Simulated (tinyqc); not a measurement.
Inside a calculation. Method: UHF in the sto-6g basis, for CH3, spin multiplicity 2. One step of it, computed by the program tinyqc.

Task: Iteration 2: DIIS coefficients. Solve [B -1; -1 0][c; lambda] = [0; -1] for the coefficients, which sum to one.

B (overlaps of the stored error matrices):
$$\begin{pmatrix}
7.4348778e-01 & 3.7871154e-01 \\
3.7871154e-01 & 2.0008641e-01
\end{pmatrix}$$

Give: DIIS coefficients.

Result:

DIIS coefficients: [-0.9596, 1.9596]
